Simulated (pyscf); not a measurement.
Single points on ωB97X-D3(BJ)/def2-SVP structures (PySCF, gas phase).

Task: Estimate the classical barrier height and the reaction energy of H₂P–GeH₃ + H atom (H•) -> •HP–GeH₃ + hydrogen (H₂) at ωB97M-D3(BJ)/def2-TZVP. The step runs on the doublet surface, breaks H–P and forms H–H; take the separated reactants as zero.

Result: ΔE‡ = 11.8 kJ/mol, ΔE = -88.4 kJ/mol. Zero-point energy shifts the barrier by -1.4 kJ/mol. It is a hydrogen abstraction, with an imaginary mode of 738i cm⁻¹. This is the saddle that the search found; another between the same sides may lie lower. The angle at the transferred H is 168°. Elements up to Kr have no core potential and no relativistic terms here.
